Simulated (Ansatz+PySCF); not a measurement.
Values are calculated unless marked as measured or tabulated.
## Several solutions for singlet C2H4 in separate pieces

```yaml
atoms:
  - { symbol: C, position_ang: [0.0000, 0.0000, -0.6653] }
  - { symbol: C, position_ang: [0.0000, 0.0000, 3.3266] }
  - { symbol: H, position_ang: [0.0000, -0.9311, -1.2403] }
  - { symbol: H, position_ang: [0.0000, 0.9311, -1.2403] }
  - { symbol: H, position_ang: [0.0000, -0.9311, 3.9016] }
  - { symbol: H, position_ang: [0.0000, 0.9311, 3.9016] }
```

Basis set: cc-pVDZ (spherical functions). Charge 0, multiplicity 1.

r²SCAN (unrestricted) was run from several starts with Ansatz (development build ahead of 0.2.0).

```csv
run,program,start,converged,energy (hartree),<S²>
A,Ansatz,search for the lowest state,yes,-78.25709,–
B,Ansatz,stability test followed,yes,-78.23542,–
C,Ansatz,"atomic start, no search",yes,-78.17453,–
```

Task: Which runs reached the lowest solution of this kind, and what is wrong with the others?

Result: A reached the lowest solution found. Converged but too high: B by 0.59 eV, C by 2.25 eV. Convergence only shows a stationary point, and even a stable one can lie too high; stability tests and further starts are what find lower ones. Caution: the unrestricted determinant is spin contaminated.
